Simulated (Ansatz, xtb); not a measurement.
Isomers of CH3NSi in order of energy

10 gas-phase structures of CH3NSi, found in a search over its isomers (lower ones may exist). Each was relaxed with GFN2-xTB:

A. `C[Si]#N`, a singlet
B. `CN=[Si]`, a singlet
C. `[C-]#[N+][SiH3]`, a singlet
D. `C=N[SiH]`, a triplet
E. `N#C[SiH3]`, a singlet
F. `C1=N[SiH2]1`, a singlet
G. `C=[Si]=N`, a singlet
H. `C1N[Si]1`, a singlet
I. `C=N[SiH]`, a singlet
J. a singlet given by its coordinates

J (Å):

```xyz
6

C    -0.7662   -0.6794   -1.5754
N    -0.0270   -0.1304   -0.7264
Si    1.2975    0.5138   -0.0270
H     1.4604    1.9472   -0.0812
H     2.0753   -0.3144    0.8632
H    -1.8072   -0.8182   -1.2501
```

Close contacts (Å): C1–N2 1.25, N2–Si3 1.63, C1–H6 1.10, Si3–H4 1.44, Si3–H5 1.44.

Question: Which do you expect lowest at r2SCAN-D4/def2-SVP, and how would the others follow?

Answer: Calculated order at r2SCAN-D4/def2-SVP: B (0.0), E (1.8), C (7.3), I (21.3), H (21.3), F (31.0), G (50.4), J (54.3), A (54.6), D (55.7) kcal/mol. Less than 1 kcal/mol parts I and H; J and A, so the order within those pairs means little. CCSD(T)/def2-TZVPP after further relaxation puts E lowest instead.

Energies above the lowest of each column, in kcal/mol; the last columns are at B3LYP-D4/def2-TZVP geometries and were run for some of them only (a dash: not run or not comparable):

| structure | GFN2-xTB | HF/STO-3G | r2SCAN-D4/def2-SVP | B3LYP-D4/def2-TZVP | CCSD(T)/def2-TZVPP |
| --- | --- | --- | --- | --- | --- |
| B | 0.0 | 31.9 | 0.0 | 1.9 | 4.4 |
| E | 7.7 | 0.0 | 1.8 | 0.0 | 0.0 |
| C | 8.7 | 7.9 | 7.3 | 3.2 | 4.5 |
| I | 19.9 | 52.0 | 21.3 | – | – |
| H | 28.0 | 42.1 | 21.3 | – | – |
| F | 34.0 | 64.0 | 31.0 | – | – |
| G | 20.3 | 135.4 | 50.4 | – | – |
| J | 37.3 | 110.7 | 54.3 | – | – |
| A | 9.3 | 103.1 | 54.6 | – | – |
| D | – | 82.0 | 55.7 | – | – |

CCSD(T)/def2-TZVPP puts E lowest of those it was run on; GFN2-xTB picks B, r2SCAN-D4/def2-SVP picks B. CCSD(T)/def2-TZVPP orders those it was run on as E (0.0), B (4.4), C (4.5) kcal/mol. Less than 1 kcal/mol parts B and C, so the order within that pair means little. Flexible structures stand in one conformer each, not always the lowest. Frequencies (B3LYP-D4/def2-TZVP) were run for B, C, E alone. GFN2-xTB has no spin polarisation and isn't compared across spin states. Open shells are spin-unrestricted, some with notable spin contamination.

Over these structures GFN2-xTB departs from r2SCAN-D4/def2-SVP by 14.8 kcal/mol on average once a common shift is removed. A GFN2-xTB relaxation took about 0.062 s and the r2SCAN-D4/def2-SVP energy about 0.5 s on a shared host (Ansatz 0.2.0, xtb 6.7.1).
